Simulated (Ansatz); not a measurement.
Reaction (SMILES): C#N (CH-N) → [C-]#[NH+] (C-NH)
B3LYP-D3(BJ)/def2-TZVP geometries, fixed; electronic energies without zero-point terms.
Largest species:
```xyz
3

C      0.0000     0.0000    -0.4969
N      0.0000     0.0000     0.6493
H      0.0000     0.0000    -1.5636
```

How fast the isomerisation energy converges with the basis for several methods (Ansatz, a program for electronic structure): deviation from each method's own reference, in kcal/mol. References: CCSD(T) 14.76 kcal/mol, Hartree-Fock in aug-cc-pVQZ plus the correlation part extrapolated as X^-3 from aug-cc-pVTZ and aug-cc-pVQZ; HF 10.02 kcal/mol, the value in pcseg-4; MP2 17.50 kcal/mol, Hartree-Fock in aug-cc-pVQZ plus the correlation part extrapolated as X^-3 from aug-cc-pVTZ and aug-cc-pVQZ; PBE 14.81 kcal/mol, the value in pcseg-4; PBE0 13.66 kcal/mol, the value in pcseg-4; wB97M-V 12.22 kcal/mol, the value in pcseg-4. All functions are spherical. In correlated methods cores are frozen. No added dispersion term, no relativity. Functionals ending in -V hold VV10 correlation. 

```csv
basis,functions,CCSD(T),HF,MP2,PBE,PBE0,wB97M-V
def2-SV(P),30,1.64,1.55,1.79,1.36,1.43,1.30
def2-SVP,33,0.04,-0.38,0.12,-0.24,-0.28,-0.35
6-311G**,42,0.73,0.62,0.95,0.99,0.82,0.73
def2-SVPD,48,-0.33,-0.52,-0.23,-0.46,-0.47,-0.62
6-311+G**,50,0.40,0.27,0.70,0.60,0.52,0.26
"6-311++G(2d,2p)",64,0.12,0.52,0.17,0.42,0.46,0.42
def2-TZVPPD,91,-0.02,0.04,0.02,0.02,0.01,0.02
"6-311++G(3df,3pd)",96,-0.23,0.21,-0.24,0.23,0.24,0.19
aug-pcseg-2,115,0.17,0.04,0.20,0.08,0.07,0.04
aug-cc-pVTZ,115,-0.01,0.09,-0.01,0.04,0.05,0.13
def2-QZVPPD,159,-0.06,0.02,-0.07,0.00,0.01,0.02
cc-pV5Z,237,0.05,0.03,0.03,0.06,0.04,0.09
```

Mean absolute deviation over 6-311G**, 6-311+G**, 6-311++G(2d,2p), def2-TZVPPD, 6-311++G(3df,3pd), aug-pcseg-2, aug-cc-pVTZ: CCSD(T) 0.24, wB97M-V 0.25, HF 0.25, PBE0 0.31, MP2 0.33, PBE 0.34 kcal/mol.
